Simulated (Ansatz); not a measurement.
Q: Name a neutral molecule of Al, C, N and H with HOMO–LUMO gap (ωB97M-V/def2-TZVPP) between 9.80 and 10.10 eV and LUMO energy (PBE0/def2-TZVPP) between -1.20 and -0.90 eV (Ansatz, PBE0-D4/def2-TZVP geometry).

A: `C=[N][AlH2]` (9.91 eV, -0.92 eV). Other molecules can fit too; these were computed, each in one conformer that needn't be the lowest.
